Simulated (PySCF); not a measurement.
Mg2: frontier orbitals

PBE at R = 3.670 Å; basis Mg pcseg-1; no relativity; PySCF 2.14. State: ¹Σg⁺ (singlet), closed shell. Only the outer orbitals are listed.

| orbital | occ. | ε (eV) | main shells (%) |
| --- | --- | --- | --- |
| πu | 2 | -46.82 | 100 p |
| πu | 2 | -46.82 | 100 p |
| πg | 2 | -46.82 | 100 p |
| πg | 2 | -46.82 | 100 p |
| σg | 2 | -46.81 | 100 p |
| σu | 2 | -46.81 | 100 p |
| σg | 2 | -5.39 | 97 s |
| σu | 2 | -4.21 | 98 s |
| σg | 0 | -1.10 | 97 p |
| πu | 0 | -0.32 | 100 p |
| πu | 0 | -0.32 | 100 p |

Q: Which are the highest filled and the lowest empty level, where do they sit, and how wide is the gap?

A: Highest filled σu at -4.21 eV (in %: 98 s); lowest empty σg at -1.10 eV (in %: 97 p); the gap at PBE is 3.11 eV.

The bond order (Mayer) is 0.15, the ⟨S²⟩ is 0.000 and the polarisability along the bond is 163.2 bohr³. The polarisability across the bond is 64.2 bohr³.

Closed-shell solutions of metal pairs were not tested for spin polarisation, which can lower them a little.
